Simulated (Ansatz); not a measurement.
Reaction (formal loss of a carbene): `C=CC(C)F` → `C=CCF` + `[CH2]` (triplet)

Program: Ansatz. Geometries: PBE0-D4/def2-TZVP. ΔE: electronic, gas phase. CCSD(T)/CBS adds triple-zeta CCSD(T) − MP2 to the extrapolated MP2 energy (def2 sets, frozen cores). This one scheme is used for every species. DFT in def2-TZVPP. Triplets are unrestricted, without spin–orbit coupling. Each species was taken in one conformer, which may not be the lowest.

| level | ΔE (kJ/mol) |
| --- | --- |
| PBE0-D4 | 449.7 |
| HF/CBS(def2) | 304.8 |

(1) What does CCSD(T)/CBS give? (Best estimate.)

Largest T1 diagnostic among the species: 0.011.

Results:

(1) Computed: +454.3 kJ/mol. The listed levels differ from it by -4.6, -149.5 kJ/mol.

From PBE to PBE0 (25 % exact exchange), in def2-TZVPP and without D4, ΔE moves by −7.0 kJ/mol. Leaving LDA and LC-ωPBE aside and taking each functional with its dispersion term where it has one, the values, not all of them listed here, spread over 36.7 kJ/mol, from r2SCAN0-D4 to ωB97X-V. LDA lies +77.0 kJ/mol from PBE without D4.

CCSD(T)/CBS has its own doubt, a few kJ/mol and more with outer-core shells, so smaller differences from it don't rank the levels.
